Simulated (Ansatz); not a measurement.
Kohn–Sham single points on `CBO`.

```yaml
crystal:
  periodic: [false, false, false]
  atoms:
    - {symbol: C, position_ang: [-0.618628, 0.710266, -0.324598]}
    - {symbol: B, position_ang: [0.508785, -0.240118, 0.180213]}
    - {symbol: O, position_ang: [0.240713, -1.558345, 0.355637]}
    - {symbol: H, position_ang: [-1.568290, 0.201178, -0.499394]}
    - {symbol: H, position_ang: [-0.308469, 1.205066, -1.251883]}
    - {symbol: H, position_ang: [-0.780548, 1.520108, 0.395697]}
    - {symbol: H, position_ang: [1.620532, 0.163085, 0.420791]}
    - {symbol: H, position_ang: [0.998204, -2.058441, 0.667736]}
basis:
  gaussian: {orbitals: def2-TZVPP}
hamiltonian: {xc: {name: B3LYP}, dispersion: d4}
output: {forces: true, orbitals: {seedname: orbitals}}
```

```sh
$ ansatz run in.yaml --threads 2 --pin off --events-out ev --progress --plain
```

Output, abridged:

```
Functional definition: B3LYP
795 factors; their error is unknown
mean field evaluation 1: about -3835.9245 eV, gradient 7.0e1 eV
mean field evaluation 2: about -3825.7205 eV, gradient 9.9e1 eV
mean field evaluation 4: about -3845.2516 eV, gradient 4.9e0 eV
mean field evaluation 8: about -3845.2960 eV, gradient 4.2e-2 eV
mean field -3845.29603442 eV, -141.3120228295 hartree, gradient 5.1e-5 eV, S^2 0.000000; 0 other end points of the search recorded, 0 dependent functions left out
reference -3845.29627185 eV, -141.3120315549 hartree; 12, 12 occupied and 151, 151 virtual orbitals, 795 factors
Total energy: -3845.43323789 eV, -141.3170649643 hartree
Atom 0 at    -0.618628     0.710266    -0.324598 Å, force    -0.043649     0.061192    -0.023101 eV/Å
Atom 1 at     0.508785    -0.240118     0.180213 Å, force     0.145070     0.159077     0.007487 eV/Å
Atom 2 at     0.240713    -1.558345     0.355637 Å, force     0.011205    -0.111173     0.024869 eV/Å
Atom 3 at    -1.568290     0.201178    -0.499394 Å, force     0.032283     0.031835     0.003506 eV/Å
Atom 4 at    -0.308469     1.205066    -1.251883 Å, force    -0.024637    -0.014464     0.028345 eV/Å
Atom 5 at    -0.780548     1.520108     0.395697 Å, force    -0.008563    -0.025307    -0.030202 eV/Å
Atom 6 at     1.620532     0.163085     0.420791 Å, force    -0.111437    -0.042993    -0.022464 eV/Å
Atom 7 at     0.998204    -2.058441     0.667736 Å, force    -0.000272    -0.058166     0.011561 eV/Å
Dipole moment:     0.198995    -0.058488     0.068111 e Å
```

It took 1.6 s on 2 threads of a server CPU on a shared host, with 0.27 GiB of host memory at the peak.

With the line `hamiltonian: {xc: {name: revPBE}, dispersion: d4}` and no forces (abridged; 1.1 s):

```
Functional definition: revPBE
mean field -3843.67075378 eV, -141.2522948676 hartree, gradient 7.8e-5 eV, S^2 0.000000
Total energy: -3843.98798424 eV, -141.2639528723 hartree
```

Changing it to `hamiltonian: {xc: lda}` and no forces (abridged; 0.6 s):

```
Functional definition: SPW92
mean field -3811.55112088 eV, -140.0719201301 hartree, gradient 7.9e-5 eV, S^2 0.000000
Total energy: -3811.55115696 eV, -140.0719214562 hartree
```

Changing it to `hamiltonian: {xc: {name: B2PLYP}}` and no forces (abridged; 2.3 s):

```
Functional definition: B2PLYP
mean field evaluation 16: about -3837.1885 eV, gradient 1.4e-5 eV
mean field -3837.18846596 eV, -141.0140751841 hartree, gradient 2.4e-6 eV, S^2 0.000000
3 core orbitals not correlated: weight in the atoms' cores, before any rotation towards them, 1.000 or more for the frozen orbitals, at most 0.000 for the correlated occupied ones
second order -17.15431671 eV of doubles, -0.00000000 eV of singles
Total energy: -3841.82027905 eV, -141.1842911759 hartree
```

The same input with `hamiltonian: {xc: {name: B97M-V}}` and no forces (abridged; 3.4 s):

```
Functional definition: B97M-V
mean field evaluation 16: about -3844.6327 eV, gradient 5.2e-5 eV
mean field -3844.63274565 eV, -141.2876474169 hartree, gradient 5.5e-5 eV, S^2 0.000000
Total energy: -3844.63280092 eV, -141.2876494481 hartree
```

The same input with `hamiltonian: {xc: hse06, dispersion: d4}` and no forces (abridged; 1.4 s):

```
Functional definition: HSE06
mean field -3840.09856042 eV, -141.1210191832 hartree, gradient 7.5e-5 eV, S^2 0.000000
Total energy: -3840.16308365 eV, -141.1233903683 hartree
```

B3LYP takes the VWN-RPA correlation (the form of Gaussian; ORCA's B3LYP/G).

HSE06 is the plane-wave form, built on full-range PBE exchange.
